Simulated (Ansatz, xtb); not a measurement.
This triplet lies 0.39 eV below the relaxed singlet at the level B3LYP/cc-pVTZ // B3LYP-D3(BJ)/def2-TZVP (Ansatz, a program for electronic structure).

Species: C₄H₆, SMILES `C=C[C]C` (lower triplet) (charge 0, multiplicity 3).

### Question
Give a relaxed geometry from GFN2-xTB (xtb).

### Answer
Several could match; the one computed here: the end point of this relaxation, one of several conformers (outside a Z-matrix the atoms follow the SMILES, hydrogens last).
Z-matrix (Å, degrees):
```
C
C 1 1.3472
C 2 1.3765 1 126.34
H 3 1.0738 2 121.21 1 -179.99
H 3 1.0745 4 117.83 2 -179.98
H 2 1.0990 1 117.41 3 -180.00
C 1 1.4504 2 139.14 6 -0.17
H 7 1.0933 1 110.61 2 121.11
H 7 1.0934 8 107.49 1 -120.81
H 7 1.0985 8 108.14 9 -116.54
```
